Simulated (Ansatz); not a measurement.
Elements on the sites of an ideal hcp lattice, at a guessed lattice constant:

```yaml
crystal:
  lattice:
    - [2.70252, -4.68090, 0.00000]
    - [2.70252, 4.68090, 0.00000]
    - [0.00000, 0.00000, 8.64806]
  atoms:
    - { symbol: Cu, position: [0.33333, 0.16667, 0.12500] }
    - { symbol: Cu, position: [0.83333, 0.16667, 0.12500] }
    - { symbol: Cu, position: [0.83333, 0.16667, 0.62500] }
    - { symbol: Cu, position: [0.83333, 0.66667, 0.62500] }
    - { symbol: Cu, position: [0.16667, 0.33333, 0.87500] }
    - { symbol: Cu, position: [0.66667, 0.83333, 0.37500] }
    - { symbol: Cu, position: [0.66667, 0.83333, 0.87500] }
    - { symbol: Cu, position: [0.16667, 0.83333, 0.37500] }
    - { symbol: Ru, position: [0.33333, 0.66667, 0.12500] }
    - { symbol: Ru, position: [0.66667, 0.33333, 0.87500] }
    - { symbol: Rh, position: [0.66667, 0.33333, 0.37500] }
    - { symbol: Rh, position: [0.16667, 0.33333, 0.37500] }
    - { symbol: Pt, position: [0.33333, 0.16667, 0.62500] }
    - { symbol: Pt, position: [0.33333, 0.66667, 0.62500] }
    - { symbol: Au, position: [0.83333, 0.66667, 0.12500] }
    - { symbol: Au, position: [0.16667, 0.83333, 0.87500] }
```

Cell and atoms were relaxed without symmetry on coarser meshes and computed once more. Theory: Ansatz 0.2.0, DFT PBE, scalar-relativistic, plane waves, PAW.

Settings: cutoff 420 eV, Γ-centred mesh 7×7×4 on the computed 16-atom cell, Gaussian smearing of 0.10 eV; no spin polarisation.

The relaxation ran on 3×3×2 (shifted) and then 5×5×3 k points with a smearing of 0.1 eV, from sites shaken by 0.02 Å.

Q: What does the relaxation give?

A: A volume of 13.90 Å³/atom and no gap on the mesh. It lies 0.17 eV/atom above the elements' standard states (static lattices, no corrections for gases). The atoms leave their sites by 0.08 Å (root mean square) and 0.15 Å at most, and the cell stretches by up to 1.8 % at fixed volume.

```xyz
16
Lattice="2.7067 -4.6935 -0.0729 2.6984 4.6888 0.0308 -0.0683 0.0965 8.7748" Properties=species:S:1:pos:R:3 pbc="T T T"
Cu    1.3096   -0.8219    1.0862
Cu    2.5973   -3.0902    1.0055
Cu    2.7211   -3.1093    5.4635
Cu    4.0774   -0.7239    5.3873
Cu    1.2566    0.8667    7.7146
Cu    4.0931    0.8286    3.2874
Cu    3.9632    0.8795    7.6365
Cu    2.7304    3.1993    3.2919
Ru    2.5634    1.5338    1.1552
Ru    2.6062   -1.4831    7.6157
Rh    2.6858   -1.5664    3.2864
Rh    1.3593    0.8653    3.2055
Pt    1.4019   -0.7478    5.4375
Pt    2.6977    1.6020    5.4144
Au    4.0059   -0.7215    1.1003
Au    2.6059    3.2151    7.6934
```

The final mesh leaves forces up to 0.07 eV/Å and stresses up to 0.4 GPa: the relaxation ran on a coarser mesh, so the cell's shape, its bonds and its energy belong partly to that mesh.

Spin-orbit coupling is left out, which matters for the bands of heavy elements.

Cost: 2 runs of about 19 core-minutes in all (earlier runs that led there not counted), on Intel Xeon Platinum 8259CL (Skylake/Cascade Lake) (shared hosts).